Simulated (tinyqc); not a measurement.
CIS on RHF in the sto-3g basis, frozen core, for H2O, spin multiplicity 1, step by step. One step of it, computed by the program tinyqc.

Problem. CIS singlet states. Diagonalise A (1 hartree = 27.211386 eV); each vector has its largest component positive (the first on a tie). The transition dipole is mu = sqrt2 sum c_ia <i|r|a>.

CIS matrix A, singlet (hartree):
```
          2>6        2>7        3>6       3>7       4>6        4>7       5>6       5>7
2>6  1.407349   0.000000   0.000000  0.054119  0.066834   0.000000  0.000000  0.000000
2>7  0.000000   1.454610  -0.027860  0.000000  0.000000  -0.018326  0.000000  0.000000
3>6  0.000000  -0.027860   0.745087  0.000000  0.000000   0.042902  0.000000  0.000000
3>7  0.054119   0.000000   0.000000  1.002388  0.116402   0.000000  0.000000  0.000000
4>6  0.066834   0.000000   0.000000  0.116402  0.616673   0.000000  0.000000  0.000000
4>7  0.000000  -0.018326   0.042902  0.000000  0.000000   0.682836  0.000000  0.000000
5>6  0.000000   0.000000   0.000000  0.000000  0.000000   0.000000  0.444632  0.000000
5>7  0.000000   0.000000   0.000000  0.000000  0.000000   0.000000  0.000000  0.515243
```

dipole integrals <i|r|a> (bohr):
```
            x          y          z
2>6  0.000000   0.000000  -0.093136
2>7  0.000000  -0.126632   0.000000
3>6  0.000000  -0.860683   0.000000
3>7  0.000000   0.000000  -0.651574
4>6  0.000000   0.000000  -0.502705
4>7  0.000000  -0.695283   0.000000
5>6  0.074025   0.000000   0.000000
5>7  0.000000   0.000000   0.000000
```

Give: singlet excitation energies; lowest vectors; oscillator strengths 2/3 w |mu|^2.

Solution.

singlet excitation energies (eV): 12.0991  14.0205  15.8157  17.9851  20.8268  27.8164  38.7207  39.6258

lowest vectors:
```
     state 1  state 2  state 3  state 4  state 5  state 6
2>6   0.0000   0.0000  -0.0611   0.0000   0.0000  -0.1764
2>7   0.0000   0.0000   0.0000   0.0047   0.0480   0.0000
3>6   0.0000   0.0000   0.0000  -0.4530   0.8906   0.0000
3>7   0.0000   0.0000  -0.2586   0.0000   0.0000   0.9534
4>6   0.0000   0.0000   0.9641   0.0000   0.0000   0.2446
4>7   0.0000   0.0000   0.0000   0.8915   0.4523   0.0000
5>6   1.0000   0.0000   0.0000   0.0000   0.0000   0.0000
5>7   0.0000   1.0000   0.0000   0.0000   0.0000   0.0000
```

oscillator strengths 2/3 w |mu|^2: 0.0032  0.0000  0.0747  0.0468  1.2059  0.7219
